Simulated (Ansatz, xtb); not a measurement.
## Loss of CH4: C4H10S → C3H6S + CH4

Species: C4H10S (isobutyl mercaptan) `CC(C)CS`, singlet; C3H6S (allyl mercaptan) `C=CCS`, singlet; CH4 (methane) `C`, singlet. 

Shapes, held fixed at every level: PBE0-D4/def2-TZVP. Flexible molecules stand in one conformer, not always the lowest. Programs: Ansatz 0.2.0, xtb 6.7.1. Electronic energies: no zero-point or thermal term.

| level | kind | ΔE (kJ/mol) | less CCSD(T)/CBS estimate | CPU time (sum over the molecules) |
| --- | --- | --- | --- | --- |
| GFN1-xTB | semi-empirical | +122.9 | +26.4 | 0.16 s |
| HF/def2-TZVPP | Hartree–Fock | +66.5 | -30.0 | – |
| r2SCAN-D4/def2-TZVPP | meta-GGA | +97.4 | +0.9 | 21 s |
| B3LYP-D4/def2-TZVPP | global hybrid | +82.2 | -14.3 | 29 s |
| PBE0-D4/def2-TZVPP | global hybrid | +107.5 | +11.0 | 17 s |
| wB97M-V/def2-TZVPP | range-separated hybrid | +98.2 | +1.7 | 49 s |
| CCSD(T)/def2-TZVPP | coupled cluster or CI | +95.4 | -1.1 | 14 min |
| CCSD/def2-TZVPP | coupled cluster or CI | +94.7 | -1.8 | – |
| CCSD(T)/CBS estimate | coupled cluster or CI | +96.5 | 0.0 | 17 min |

The highest level, CCSD(T)/CBS estimate, gives ΔE = +96.5 kJ/mol; the levels span +66.5 to +122.9. The column of differences is taken from that level and isn't an error. No measured value is set beside it here. The CBS estimate extrapolates MP2 from def2-TZVPP and def2-QZVPP and adds CCSD(T) − MP2 in the triple-zeta set, cores frozen. Times are processor times on shared x86 and Arm servers, and rough.
